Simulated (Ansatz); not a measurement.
Compare A (`CCC1=NC1`) with its isomer B (`CC(C)C#N`).

Gas-phase electronic energies from Ansatz, PBE0-D4/def2-TZVP geometries. CCSD(T)/CBS is the MP2 limit (def2-TZVPP, def2-QZVPP) plus CCSD(T) − MP2 in def2-TZVPP, frozen cores. DFT in def2-TZVPP. B3LYP here is the variant with VWN-RPA as its local correlation; programs differ in this. Each species was taken in one conformer, which may not be the lowest.

A:

Z-matrix (Å, degrees):
```
C
C 1 1.524
H 1 1.091 2 110.4
H 1 1.092 2 111.0 3 -119.9
H 1 1.092 2 111.0 3 119.9
C 2 1.471 1 111.9 3 177.8
H 2 1.093 1 111.4 3 -60.3
H 2 1.096 1 109.6 3 58.4
C 6 1.446 2 149.7 1 -54.4
N 6 1.247 2 141.7 1 123.9
H 9 1.087 6 120.8 2 78.9
H 9 1.087 6 120.8 2 -81.0
```

B:

```xyz
12

C     0.472   -0.744   -1.029
C    -0.356   -0.241    0.152
C     0.469    0.612    1.114
C    -1.515    0.509   -0.324
N    -2.418    1.110   -0.705
H    -0.127   -1.361   -1.700
H     0.873    0.094   -1.602
H     1.309   -1.341   -0.662
H    -0.752   -1.105    0.698
H    -0.131    0.953    1.958
H     0.871    1.489    0.603
H     1.306    0.025    1.498
```

Question: Which is lower in electronic energy at CCSD(T)/CBS, and by how much? (Estimate.)

Answer: Ansatz gave: B, by 169.9 kJ/mol.

Question: Give E(B) − E(A) in kJ/mol with B3LYP, PBE0-D4, CCSD(T)/def2-SVP, PBE-D4, ωB97M-V, HF/def2-TZVPP, MP2/def2-TZVPP. (Best estimate.)

Answer: The calculation gave: B3LYP -163.7, PBE0-D4 -146.9, CCSD(T)/def2-SVP -172.7, PBE-D4 -142.6, ωB97M-V -163.0, HF/def2-TZVPP -191.0, MP2/def2-TZVPP -175.6. None reverses the order clearly.

Question: Does the order hold for the free energy at 298.15 K (harmonic terms from PBE0-D4)? (Estimate.)

Answer: The calculation gave: Yes: G(B) − G(A) = -168.8 kJ/mol, for one conformer each.

Largest T1 diagnostic: 0.011.

From BLYP to BHLYP (50 % exact exchange), in def2-TZVPP and without D4, E(B) − E(A) moves by −9.1 kJ/mol. In def2-TZVPP, CCSD(T) changes the Hartree–Fock value by +17.8 kJ/mol (the triples alone add +3.1 kJ/mol) and MP2 by +15.4 kJ/mol.
